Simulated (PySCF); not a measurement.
# 1h-1,2,4-triazole (C₂H₃N₃): NMR shifts and spin-spin couplings

Aim: predict the NMR shifts and spin-spin couplings of 1h-1,2,4-triazole (C₂H₃N₃) (`c1nc[nH]n1`).

The runs use PySCF 2.14.0, with density-fitted response routines of our own; the level of theory stands in each step. All values are computed, except where a source is named. Atoms are numbered from 0 throughout.

## Step 1: The molecule as given

8 atoms, charge 0, multiplicity 1; geometry from: GFN2-xTB.

Bonds of the start (Å): C0–N1 1.35, N1–C2 1.31, C2–N3 1.35, N3–N4 1.34, N4–C0 1.31, C0–H5 1.07, C2–H6 1.07, N3–H7 1.01.

## Step 2: NMR shieldings: PBE0/pcSseg-1

Job settings and geometry (Å):

```
{"job": {"kind": "nmr", "xc": "PBE0", "basis": "pcSseg-1"}, "charge": 0, "multiplicity": 1}
C      1.233518    -0.059813    -0.128941
N      0.436714    -1.147365    -0.070947
C     -0.762505    -0.641785     0.060690
N     -0.689728     0.703110     0.081330
N      0.588775     1.077657    -0.040160
H      2.296279    -0.118737    -0.237152
H     -1.674503    -1.196307     0.141350
H     -1.419493     1.392652     0.169266
```

Method: GIAO PBE0/pcSseg-1 NMR shielding, non-relativistic, gas phase.

Log:

```text
coarse grid: 7224 points
cycle   1  E = -241.8894188686  dE =  1.102e+00  |g| = 3.980e-01  |ddm| = 2.661e+00
cycle   2  E = -241.8278495806  dE =  6.157e-02  |g| = 6.788e-01  |ddm| = 8.571e-01
cycle   3  E = -241.9278309024  dE = -9.998e-02  |g| = 6.702e-02  |ddm| = 5.033e-01
cycle   4  E = -241.9283873439  dE = -5.564e-04  |g| = 4.200e-02  |ddm| = 6.684e-02
cycle   5  E = -241.9287447569  dE = -3.574e-04  |g| = 1.129e-02  |ddm| = 3.253e-02
cycle   6  E = -241.9287682063  dE = -2.345e-05  |g| = 4.544e-03  |ddm| = 1.046e-02
cycle   7  E = -241.9287729969  dE = -4.791e-06  |g| = 7.510e-04  |ddm| = 3.849e-03
final grid: 71512 points
cycle   8  E = -241.9530754129  dE = -2.382e-05  |g| = 5.722e-03  |ddm| = 2.127e-02
cycle   9  E = -241.9530728008  dE =  2.612e-06  |g| = 6.936e-03  |ddm| = 9.694e-03
cycle  10  E = -241.9530825925  dE = -9.792e-06  |g| = 1.086e-03  |ddm| = 4.891e-03
cycle  11  E = -241.9530828456  dE = -2.531e-07  |g| = 3.591e-04  |ddm| = 9.549e-04
cycle  12  E = -241.9530828695  dE = -2.392e-08  |g| = 1.486e-04  |ddm| = 3.051e-04
cycle  13  E = -241.9530828739  dE = -4.436e-09  |g| = 2.366e-05  |ddm| = 9.757e-05
cycle  14  E = -241.9530828740  dE = -1.148e-10  |g| = 5.535e-06  |ddm| = 1.879e-05
converged SCF energy = -241.9530828740

GIAO shielding tensors (ppm)
atom      isotropic    diamagn.    paramagn.     s11        s22        s33       span
  0 C       31.311     252.770    -221.459    -54.757     38.331    110.358    165.115
  1 N      -23.111     327.864    -350.975   -210.624   -101.942    243.234    453.859
  2 C       41.448     252.078    -210.629    -33.055     35.242    122.158    155.213
  3 N       42.185     325.841    -283.656    -80.272     76.712    130.114    210.386
  4 N      -61.538     323.901    -385.438   -295.334    -75.924    186.645    481.979
  5 H       23.642      29.684      -6.043     20.793     24.565     25.567      4.774
  6 H       23.664      29.834      -6.171     21.108     23.817     26.065      4.957
  7 H       21.593      31.956     -10.363     17.106     22.651     25.022      7.916
```

It took 7.8 s on 1 thread, shared host.

The references, computed at this level on geometries of the same kind, shield at (ppm): 1H TMS 31.72, 13C TMS 186.9, 15N NH3 267.7. Their shielding less the atom's gives the shift. The references are single molecules in the gas phase, so shifts against H2O, NH3, PH3, H3PO4 or CFCl3 are not on the usual liquid scales and can be off by tens of ppm.

| atoms | environment | σ (ppm) | δ (ppm) | δ scaled to CDCl3 |
| --- | --- | --- | --- | --- |
| C0 | aromatic CH between two ring heteroatoms | 31.3 | 155.6 | 150.0 |
| C2 | aromatic CH between two ring heteroatoms | 41.4 | 145.5 | 140.1 |
| H7 | hydrogen on a pyrrole-type ring nitrogen | 21.59 | 10.12 | – |
| H5 | hydrogen on an aromatic CH between two ring heteroatoms | 23.64 | 8.08 | 7.72 |
| H6 | hydrogen on an aromatic CH between two ring heteroatoms | 23.66 | 8.05 | 7.70 |
| N4 | pyridine-type nitrogen of an azole | -61.5 | 329.3 | – |
| N1 | pyridine-type nitrogen of an azole | -23.1 | 290.8 | – |
| N3 | pyrrole-type ring nitrogen | 42.2 | 225.5 | – |

The scaled column applies a straight-line fit of computed shieldings to shifts measured in CDCl3 (root-mean-square error 0.16 ppm for H, 1.9 ppm for C).

Charges from the same density, by scheme (e):

| atoms | Mulliken | IAO | Hirshfeld | ESP fit |
| --- | --- | --- | --- | --- |
| C0 | 0.20 | 0.04 | 0.03 | 0.54 |
| N1 | -0.43 | -0.34 | -0.21 | -0.63 |
| C2 | 0.28 | 0.03 | 0.05 | 0.24 |
| N3 | -0.24 | -0.14 | -0.02 | -0.04 |
| N4 | -0.25 | -0.26 | -0.16 | -0.55 |

Mayer bond orders: C0–N1 1.37, N1–C2 1.57, C2–N3 1.20, N3–N4 1.17, N4–C0 1.59.

Ring of atoms C0, N1, C2, N3, N4: NICS(0) -14.1, NICS(1) -12.5, NICS(1)zz -34.7 ppm (means of both faces).

## Step 3: J couplings: B3LYP/pcJ-1

The job, as its differences from that of step 2:

```diff
@@ -1,2 +1,2 @@
-{"job": {"kind": "nmr", "xc": "PBE0", "basis": "pcSseg-1"}, "charge": 0, "multiplicity": 1}
+{"job": {"kind": "j", "xc": "B3LYP", "basis": "pcJ-1"}, "charge": 0, "multiplicity": 1}
 C      1.233518    -0.059813    -0.128941
```

With the program's defaults for keys left out, this is: B3LYP/pcJ-1 indirect spin-spin coupling, non-relativistic, gas phase.

Log:

```text
coarse grid: 7224 points
cycle   1  E = -242.1784313467  dE =  1.038e+00  |g| = 4.263e-01  |ddm| = 2.560e+00
cycle   2  E = -242.0957056000  dE =  8.273e-02  |g| = 7.581e-01  |ddm| = 9.544e-01
cycle   3  E = -242.2195065363  dE = -1.238e-01  |g| = 8.792e-02  |ddm| = 5.827e-01
cycle   4  E = -242.2204940153  dE = -9.875e-04  |g| = 5.292e-02  |ddm| = 8.493e-02
cycle   5  E = -242.2210286299  dE = -5.346e-04  |g| = 1.637e-02  |ddm| = 4.110e-02
cycle   6  E = -242.2210793789  dE = -5.075e-05  |g| = 6.114e-03  |ddm| = 1.418e-02
cycle   7  E = -242.2210875999  dE = -8.221e-06  |g| = 1.324e-03  |ddm| = 5.113e-03
final grid: 71512 points
cycle   8  E = -242.2574290758  dE = -6.430e-05  |g| = 4.970e-03  |ddm| = 1.704e-02
cycle   9  E = -242.2574243435  dE =  4.732e-06  |g| = 6.912e-03  |ddm| = 8.141e-03
cycle  10  E = -242.2574339386  dE = -9.595e-06  |g| = 8.915e-04  |ddm| = 4.584e-03
cycle  11  E = -242.2574340384  dE = -9.982e-08  |g| = 6.274e-04  |ddm| = 1.055e-03
cycle  12  E = -242.2574341172  dE = -7.873e-08  |g| = 2.130e-04  |ddm| = 5.121e-04
cycle  13  E = -242.2574341266  dE = -9.387e-09  |g| = 2.265e-05  |ddm| = 1.456e-04
cycle  14  E = -242.2574341266  dE = -7.589e-11  |g| = 1.101e-05  |ddm| = 1.688e-05
converged SCF energy = -242.2574341266

Indirect spin-spin couplings (Hz)
  i      j    bonds     total        FC       PSO       DSO        SD
  0 C    1 N    1      4.941     0.672     4.802    -0.098    -0.435
  0 C    2 C    2     -2.175    -1.403    -0.118    -0.016    -0.639
  0 C    3 N    2     -2.885    -2.297     0.007     0.006    -0.602
  0 C    4 N    1      1.292    -3.991     6.655    -0.094    -1.278
  0 C    5 H    1    219.602   218.417    -0.318     1.073     0.430
  0 C    6 H    3     12.307    12.606     0.480    -0.737    -0.042
  0 C    7 H    3     12.727    12.866     0.768    -0.917     0.010
  1 N    2 C    1     -0.189    -4.787     5.605    -0.093    -0.913
  1 N    3 N    2     -0.897    -0.571    -0.486    -0.008     0.168
  1 N    4 N    2     -1.282    -0.365    -0.671    -0.015    -0.231
  1 N    5 H    2    -14.491   -15.198     0.557     0.174    -0.024
  1 N    6 H    2    -13.186   -13.895     0.525     0.214    -0.030
  1 N    7 H    3      0.705     0.346    -0.044     0.368     0.035
  2 C    3 N    1    -10.040   -13.694     4.280    -0.118    -0.509
  2 C    4 N    2     -0.054    -0.347     1.240     0.027    -0.975
  2 C    5 H    3      8.655     8.956     0.504    -0.747    -0.058
  2 C    6 H    1    216.865   215.524    -0.209     1.064     0.486
  2 C    7 H    2     11.958    13.110    -0.349    -0.772    -0.030
  3 N    4 N    1    -12.708   -10.066    -2.619     0.042    -0.065
  3 N    5 H    3     -6.462    -6.501    -0.199     0.299    -0.062
  3 N    6 H    2    -10.922   -11.503     0.434     0.163    -0.016
  3 N    7 H    1   -112.604  -110.453    -1.401    -0.431    -0.320
  4 N    5 H    2    -18.520   -19.483     0.785     0.184    -0.007
  4 N    6 H    3      0.786     0.458     0.047     0.311    -0.029
  4 N    7 H    2    -10.687   -11.521     0.577     0.262    -0.005
  5 H    6 H    4     -0.371    -0.159     2.432    -2.613    -0.031
  5 H    7 H    4      0.895     1.043     2.797    -2.966     0.021
  6 H    7 H    3     -0.129     0.207     1.157    -1.467    -0.026
```

Wall time 17 s (1 thread, shared host).

A choice of the couplings up to four bonds, sorted by the number of bonds; isotopes 13C, 1H, 15N:

| pair | bonds | J (Hz) | Fermi contact (Hz) | dihedral (°) |
| --- | --- | --- | --- | --- |
| C0–H5 | 1 | 219.6 | 218.4 | – |
| C2–H6 | 1 | 216.9 | 215.5 | – |
| N3–H7 | 1 | -112.6 | -110.5 | – |
| N3–N4 | 1 | -12.7 | -10.1 | – |
| C2–N3 | 1 | -10.0 | -13.7 | – |
| C0–N1 | 1 | 4.9 | 0.7 | – |
| C0–N4 | 1 | 1.3 | -4.0 | – |
| N4–H5 | 2 | -18.5 | -19.5 | – |
| N1–H5 | 2 | -14.5 | -15.2 | – |
| N1–H6 | 2 | -13.2 | -13.9 | – |
| C2–H7 | 2 | 12.0 | 13.1 | – |
| N3–H6 | 2 | -10.9 | -11.5 | – |
| N4–H7 | 2 | -10.7 | -11.5 | – |
| C0–N3 | 2 | -2.9 | -2.3 | – |
| C0–C2 | 2 | -2.2 | -1.4 | – |
| N1–N4 | 2 | -1.3 | -0.4 | – |
| C0–H7 | 3 | 12.7 | 12.9 | -180 |
| C0–H6 | 3 | 12.3 | 12.6 | 180 |
| C2–H5 | 3 | 8.7 | 9.0 | 180 |
| N3–H5 | 3 | -6.5 | -6.5 | -180 |

Quadrupole couplings from the field gradients of the same density:

| atom | isotope | eQq/h (MHz) | η |
| --- | --- | --- | --- |
| N4 | 14N | -5.205 | 0.58 |
| N1 | 14N | -4.618 | 0.11 |
| N3 | 14N | -3.344 | 0.44 |

Shifts (PBE0/pcSseg-1, scaled to CDCl3 for protons on carbon, raw for the others) and these couplings together give the proton spectrum at 400 MHz below. H–H couplings in it are scaled by factors fitted to measured ones, so they differ from the table.

1H NMR δ 10.12 (br s, 1H), 7.72 (s, 1H), 7.70 (s, 1H).

## Step 4: Results

| quantity | value |
| --- | --- |
| 13C shifts against TMS (PBE0/pcSseg-1) | 155.6, 145.5 ppm |
| 1H shifts against TMS (PBE0/pcSseg-1) | 10.12, 8.08, 8.05 ppm |
| 15N shifts against NH3 (PBE0/pcSseg-1) | 329.3, 290.8, 225.5 ppm |
| largest coupling of the table (B3LYP/pcJ-1) | 1J(C,H) C0–H5, 219.6 Hz |

What this shows: At PBE0/pcSseg-1: Shielding is most anisotropic at N4 (span 482 ppm, paramagnetic term -385 ppm). NICS(1)zz of -35 ppm above the planar ring from C0 marks a diatropic (aromatic) ring current. In the run at B3LYP/pcJ-1, the largest coupling of the table is C0–H5, 219.6 Hz, of which the Fermi-contact term gives 218.4 Hz.
